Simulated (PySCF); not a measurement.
# What the low excited states add to the polarisability

Protonated nitrous oxide, HN2O (charge +1).
SMILES: `N#[N+]O`

Method: TDDFT B3LYP/def2-SVPD, vertical, gas phase, core orbitals frozen in the response (PySCF 2.14.0, density-fitted response routines). Isolated species at its PBE0-D3(BJ)/def2-SVP geometry, gas phase.

Computed singlets:

```
state  E (eV)       f
   S1    6.98  0.0000
   S2    8.13  0.0028
   S3    8.95  0.0002
   S4    9.58  0.0000
   S5   10.15   0.037
   S6   10.89   0.042
   S7   10.93  0.0031
   S8   11.40   0.363
   S9   11.88  0.0001
  S10   12.18  0.0092
```

Q: How much of the mean static polarisability do these states give, one by one?

A: Each state adds f / ΔE² (ΔE in hartree, 27.2114 eV).

```
state  f/ΔE² (au)  running sum (au)  running share of α (%)
   S1        0.00              0.00                     0.0
   S2        0.03              0.03                     0.2
   S3        0.00              0.03                     0.2
   S4        0.00              0.03                     0.2
   S5        0.26              0.30                     1.8
   S6        0.27              0.56                     3.5
   S7        0.02              0.58                     3.6
   S8        2.07              2.65                    16.4
   S9        0.00              2.65                    16.4
  S10        0.05              2.70                    16.7
```

The full response gives 16.16 au (2.39 Å³), so 13.5 au comes from the higher roots of the same equations.

Q: By how much does the contribution of these states grow at 589.3 nm?

A: With ω = 0.0773 hartree each state's term in the mean polarisability goes from f / ΔE² to f / (ΔE² − ω²); the sum over all 10 states goes from 2.70 to 2.80 au, a rise of 0.10 au.

The largest single term belongs to S8, which also has the largest f.

A one-level model with all 16 active electrons at a single energy would need ΔE = √(N/α) = 27.1 eV to give this α, against S1 at 6.98 eV.
